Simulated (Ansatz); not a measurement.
Results of PBE in Ansatz (PAW) for hcp Sc.

Settings: plane-wave cutoff 520 eV, 24×24×12 k mesh (along the axes of the cell as run), Fermi–Dirac smearing 0.022 eV (set by the program), scalar-relativistic PAW data made under PBE.

Computed at the level's own relaxed cell.

Hill averages of the elastic tensor: K = 54.3 GPa, G = 32.1 GPa. Volume 24.648 Å³/atom, mean atomic mass 44.956 u.

Q: Work out the density, the sound velocities of a polycrystal and the elastic Debye temperature, and Pugh's ratio at this level.

A: ρ = 1.66054 × 44.956/24.648 = 3.029 g/cm³. v_l = √[(K + 4G/3)/ρ] = 5.662 km/s and v_t = √(G/ρ) = 3.255 km/s. The mean follows from 3/v_m³ = 1/v_l³ + 2/v_t³: v_m = 3.615 km/s. Θ_D = (ħ/k_B) v_m (6π²/V)^(1/3) = 76.38 K Å s/km × 3.615 × 1.3393 Å⁻¹ = 370 K, counting all atoms of the cell. K/G = 1.69, to be set beside Pugh's rough bound of 1.75 between brittle and ductile metals.

Ansatz is an electronic-structure program.
